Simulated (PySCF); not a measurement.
Two structures of BH$_{5}$S, closed shell, reached by relaxing down either side of one saddle point (PBE0-D4/def2-TZVP). Energies are electronic, without zero-point energy. PySCF 2.14 with density fitting (its default auxiliary sets; JK sets also for MP2 and CCSD(T)); basis: def2-TZVPP and def2-QZVPP; cores frozen in the correlated methods. Extrapolation: Hartree–Fock as exp(−7.88 √X), correlation as X^−2.97. First:

```
7
angstrom
B -0.7059 -0.4899 0.0433
H -0.1549 -1.3703 -0.5627
H -0.9436 -0.7114 1.2061
H -1.6013 0.0773 -0.5349
H 1.0857 1.1361 -1.0208
S 0.5946 0.9865 0.2236
H 1.7136 0.3735 0.6528
```

Second:

```json
{"atom": "B1", "x (Å)": "-0.5780", "y (Å)": "0.3025", "z (Å)": "0.6251"}
{"atom": "H2", "x (Å)": "-0.0583", "y (Å)": "-1.6563", "z (Å)": "-1.8497"}
{"atom": "H3", "x (Å)": "-0.3761", "y (Å)": "-0.7029", "z (Å)": "1.2291"}
{"atom": "H4", "x (Å)": "-1.5783", "y (Å)": "0.4926", "z (Å)": "0.0064"}
{"atom": "H5", "x (Å)": "0.4459", "y (Å)": "-1.1225", "z (Å)": "-1.9846"}
{"atom": "S6", "x (Å)": "0.6003", "y (Å)": "1.6171", "z (Å)": "0.6056"}
{"atom": "H7", "x (Å)": "1.5520", "y (Å)": "1.0653", "z (Å)": "1.3784"}
```

(1) Which bonds change from the first to the second?

(2) Give the saddle point's structure and its height above each. (An estimate is asked for; the value comes from the calculation.)

No T1 diagnostic of these runs exceeds 0.015.

## Answers

(1) BH₃ + H₂S → BH₃S ([BH2][SH]) + H₂; bonds formed: H2–H5; dative contacts that become bonds: B1–S6; bonds broken: B1–H2, H5–S6.

(2) By the calculation: 0.794 eV above the first and 1.063 eV above the second (CCSD(T) at an estimated basis limit (MP2 extrapolated from triple and quadruple zeta, plus CCSD(T) − MP2 in triple zeta)).
B1  (-0.516, -0.409, -0.131)
H2  (0.223, -0.715, -1.113)
H3  (-0.399, -1.237, 0.717)
H4  (-1.565, -0.060, -0.579)
H5  (0.589, 0.288, -0.634)
S6  (0.340, 1.339, 0.504)
H7  (1.327, 0.794, 1.235)
(Å)

Labels in which every atom is bracketed show which atoms are joined, not bond orders.

For scale, one of the runs: CCSD(T)/def2-TZVPP, 143 basis functions, launched by `OMP_NUM_THREADS=4 python run.py`. The run took 36 s on 4 CPU threads of an AMD EPYC 7B13 (shared host), with 0.7 GiB of host memory at its peak.
